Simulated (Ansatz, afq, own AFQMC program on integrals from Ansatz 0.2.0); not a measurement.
N2, triplet in 6-31G, levels against full CI

```tsv
atom	x (Å)	y (Å)	z (Å)
N	0.0000	0.0000	0.0000
N	0.0000	0.0000	1.0350
```

Basis 6-31G. Noble-gas cores (and the filled d shells of Ga–Kr and In–Xe) are frozen. AFQMC by an in-house program on the Cholesky factors that Ansatz 0.2.0 writes for its CCSD(T) run. ph-AFQMC/CISD is guided by a CISD state made of CCSD amplitudes; releasing the constraint for a short imaginary time cuts its bias at the price of noise, slowly where states lie close. Uncertainties: one standard error, sampling alone.

Determinant: UHF, the one that the program's search chose, which needn't be the lowest solution. The geometry is a point of a scan.

Full CI on the same integrals is exact in this basis and with this determinant's frozen core.

Cautions: lower spins were not checked; the search met a lower determinant of the same kind, perhaps of another symmetry (456 meV lower), and this one is a saddle point; the CCSD(T) amplitudes may be one of several solutions (largest double 0.12); the CCSDT(Q) amplitudes may be one of several solutions (largest double 0.13); the CCSDTQ amplitudes may be one of several solutions (largest double 0.13); the released energies have errors that jump between times, so the bars are unsure, so no released level is given (meV from the phaseless value at times in 1/Eh: -32 ± 43 at 0.24, -47 ± 4 at 0.51, -54 ± 5 at 0.99, -426 ± 438 at 1.62, -42 ± 21 at 2.40).

The T1 diagnostic is 0.0143. The weight of the determinant in the CISD state is 0.910. The ⟨S²⟩ of the determinant is 2.013. The size of the correlated space is 10 electrons in 16 orbitals.

```tsv
level	correlation energy (eV)
MP2	-5.3739
CCSD	-5.4601
CCSD(T)	-5.6309
```

Task: Estimate where phaseless AFQMC with the Hartree–Fock trial lies against CCSD(T) on the same integrals.

Result: 38.8 ± 2.3 kJ/mol above CCSD(T).

Reference: full CI, correlation energy -5.682 eV.

```json
{"level": "CCSD(T)", "E − E(reference) (kJ/mol)": "4.9", "share of correlation (%)": "99.10"}
{"level": "CCSDT", "E − E(reference) (kJ/mol)": "4.4", "share of correlation (%)": "99.20"}
{"level": "CCSDT(Q)", "E − E(reference) (kJ/mol)": "0.2", "share of correlation (%)": "99.96"}
{"level": "CCSDTQ", "E − E(reference) (kJ/mol)": "0.4", "share of correlation (%)": "99.92"}
{"level": "ph-AFQMC/HF", "E − E(reference) (kJ/mol)": "43.7 ± 2.3", "share of correlation (%)": "92.02"}
{"level": "ph-AFQMC/CISD", "E − E(reference) (kJ/mol)": "7.4 ± 0.2", "share of correlation (%)": "98.66"}
```

CCSDT and higher add their correlation energy to the determinant of the CCSD(T) run, since their own runs factorise the integrals more tightly (a shift of under 2 meV). A walk keeps the symmetry of its determinant, which the program's search chose and which needn't be the lowest solution, so a lower state of the same spin and another symmetry isn't excluded.
